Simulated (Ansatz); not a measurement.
## Rhombohedral A7 Sb

These are LDA (Ansatz, an electronic-structure program, plane waves, PAW) values and carry that method's errors.

Settings: plane-wave cutoff 520 eV, 18×18×18 k mesh, Fermi–Dirac smearing 0.086 eV (set by the program), scalar-relativistic PAW data made under PBE.

Cell: relaxed at this level.

For rhombohedral A7 Sb, the elastic constant C11 is 100 GPa and the elastic constant C12 is 29.9 GPa. The elastic constant C13 is 29.8 GPa and the elastic constant C33 is 54.9 GPa. The elastic constant C44 is 41.7 GPa and the elastic constant C66 comes out as 35.3 GPa. The voigt–Reuss–Hill bulk modulus comes out as 46.4 GPa. The voigt–Reuss–Hill shear modulus (Hill average) comes out as 28.6 GPa, the Young modulus is 71.2 GPa and the Poisson ratio is 0.244.

Elastic constants are with the ions relaxed.

Spin–orbit coupling is not included.

Static lattice: no zero-point or thermal effects.

It cost around 90 core-minutes (rough) of CPU time.
